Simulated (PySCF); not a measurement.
Species: nitrogen sulfide cation, NS (charge +1).
Z-matrix (Å and degrees, GFN2-xTB geometry), rows numbered from 1:
```
N 
S   1  1.3968
```

The calculation used PySCF 2.14.0, density-fitted response routines, TDDFT CAM-B3LYP/def2-SVPD, vertical, gas phase, core orbitals frozen in the response.

Kohn–Sham orbitals with the atoms that hold most of them (Löwdin shares over 4%, at most four atoms; ? is withheld):

```csv
orbital,ε (eV),atoms
HOMO-3,-27.02,"S2 72%, N1 28%"
HOMO-2,-22.05,"S2 50%, N1 50%"
HOMO-1,-22.05,"S2 50%, N1 50%"
HOMO,?,"N1 73%, S2 27%"
LUMO,-10.61,"S2 54%, N1 46%"
LUMO+1,-10.61,"S2 54%, N1 46%"
LUMO+2,-5.19,"S2 83%, N1 17%"
```

Question: What is the HOMO energy, and the HOMO–LUMO gap?

Answer: ε(HOMO) = -21.32 eV; the gap is 10.71 eV (0.3936 hartree).

Within 0.005 eV of a neighbour in this list lie HOMO-2/HOMO-1 and LUMO/LUMO+1 (point group found: C∞v).

Question: The HOMO–LUMO gap is 10.71 eV. Where does the response calculation put the lowest singlet, and from which orbitals?

Answer: S1 is at 5.84 eV (f = 0.0000), 4.87 eV below the gap, made of HOMO-2/HOMO-1→LUMO/LUMO+1 (99%). Its leading pair isn't HOMO and LUMO; the energies of that pair differ by 11.44 eV. Without the coupling terms of the response equations the lowest excitation would equal the gap.

Next come S2 at 5.92 eV (f 0.0002), HOMO→LUMO/LUMO+1 (99%); S3 at 5.92 eV (f 0.0002), HOMO→LUMO/LUMO+1 (99%); S4 at 6.37 eV (f 0.0000), HOMO-2/HOMO-1→LUMO/LUMO+1 (≥96%); S5 at 6.37 eV (f 0.0000), HOMO-2/HOMO-1→LUMO/LUMO+1 (≥96%).

Orbitals of the list HOMO-3 to LUMO+2 that lie within 0.01 eV of each other are written together with a slash and their weights summed (≥ marks a lower bound); for degenerate orbitals outside that list single weights are arbitrary.
